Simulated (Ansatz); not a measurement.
C$_{3}$H$_{9}$N, singlet: the ladder up to RCCSDT(Q)

Geometry: MP2(full)/6-31G*, from the G2/97 set.

```
atom    x (Å)    y (Å)    z (Å)
   N   0.0000   0.0000   0.3690
   C   0.0000   1.3780  -0.0920
   C   1.1934  -0.6890  -0.0920
   C  -1.1934  -0.6890  -0.0920
   H   0.0000   1.4611  -1.1947
   H   0.8862   1.8911   0.2908
   H  -0.8862   1.8911   0.2908
   H   1.2654  -0.7306  -1.1947
   H   1.1946  -1.7130   0.2908
   H   2.0808  -0.1781   0.2908
   H  -1.2654  -0.7306  -1.1947
   H  -2.0808  -0.1781   0.2908
   H  -1.1946  -1.7130   0.2908
```

Basis cc-pVDZ; Ansatz 0.2.0. Only valence electrons are correlated (noble-gas cores frozen), which leaves 26 electrons in 97 orbitals. R marks a restricted (for open shells ROHF) determinant. Active spaces: frontier = (8e, 8o) about the gap.

Full CI isn't at hand for all of this; RCCSDT(Q) serves as the reference, and is uncertain by about the last step of the cluster series.

* UHF ⟨S²⟩: 0.000
* T1 diagnostic (RCCSD): 0.0084
* largest doubles amplitude (RCCSD): 0.021

| level | E − E(RCCSDT(Q)) (mEh) | share of correlation (%) | wall time |
| --- | --- | --- | --- |
| RHF | 690.51 | 0.00 | – |
| RMP2 | 77.22 | 88.82 | – |
| CISD | 123.24 | 82.15 | 63 s |
| RCCSD | 21.00 | 96.96 | – |
| RCCSD(T) | 2.01 | 99.71 | 6 s |
| BCCD(T) | 1.95 | 99.72 | 1.7 s (H100) |
| RCCSDT | 1.17 | 99.83 | – |
| CASSCF (frontier space) | 584.45 | 15.36 | – |
| NEVPT2 (frontier space) | 89.85 | 86.99 | 4.5 s (H100) |
| MRCISD (frontier space) | 92.91 | 86.55 | – |
| MRCISD+Q (frontier space) | 17.52 | 97.46 | 6 s (H100) |

The correlation energy at RCCSDT(Q), counted from RHF, is -18.790 eV. That run took 50 s on 2 threads of AMD EPYC 7R13 with a shared H100 80 GB, shared host.

Times hold each run's SCF and search for its determinant on a shared host, so for small cases they say little of a method's own cost; rows without a card ran on 1 thread of AMD EPYC 7R13.

Atomization energy (electronic, same basis, no zero-point term; atoms at the same level, unrestricted beside the R rows where the molecule is a closed shell, with restricted open-shell steps beyond CCSDT(Q)) at RCCSDT(Q): 4511.0 kJ/mol. Errors of other levels:

```csv
level,error (kJ/mol)
RHF,-998.9
RMP2,17.8
CISD,-305.8
RCCSD,-43.2
RCCSD(T),-2.2
BCCD(T),-1.6
RCCSDT,-2.8
```

This basis is far from its limit, so the value isn't to be set against a measured one. Truncated CI isn't size-consistent, which counts against it in atomization.
